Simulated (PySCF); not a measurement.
Work out the structure from these simulated measurements.

Formula: C2H2F2.

- Polarisability: 27.6 au [wB97X-D/def2-SVPD]
- XPS: C1s 293.4 (×2), F1s 693.6 (×2) eV [ΔSCF SCAN, pcX-2 on the ionised atom, pcseg-1 elsewhere, spin-free X2C]
- Rotational structure: rotational constants A, B, C: 21.943, 5.727, 4.542 GHz [GFN2-xTB]
- Dipole: 2.34 D [wB97X-D/def2-SVPD]
- UV, strongest line: among the 8 lowest singlet transitions: S2 at 7.94 eV (156 nm, f = 0.361) [TDDFT wB97X-D/def2-SVPD]
- Triplet: lowest triplet excitation (Tamm–Dancoff): 4.67 eV [TDA wB97X-D/def2-SVPD]
- UV, first state: lowest singlet excitation: 6.87 eV (180 nm, f = 0.025) [TDDFT wB97X-D/def2-SVPD]

The electronic properties come from PySCF, for the isolated species, density fitting. Levels stand in brackets. Geometry: GFN2-xTB; no solvent, vibrations or thermal averaging.

Question: Propose a structure and show how it fits.

Answer: Numbering: `[F:1]/[CH:2]=[CH:3]\[F:4]`. Its formula, C2H2F2, gives 1 degree of unsaturation: 0 rings and 1 π bond in the structure found. The core levels belong to: C1s 293.4 eV, vinylic C–F carbon [C2/C3]; F1s 693.6 eV, vinyl fluorine [F1/F4]. The optimised geometry has point group C2v and is an asymmetric top. Structure: `F/C=C\F` (cis-1,2-difluoroethene). Computed isomers that give other values at the same levels: `C=C(F)F` (core binding energies: C1s 291.1, C1s 295.9, F1s 694.3 (×2) eV); `F/C=C/F` (rotational constant A: 58.447 GHz; this holds for the one conformer computed). The assignments are read from this structure; whether some other isomer fits the data as well wasn't checked.
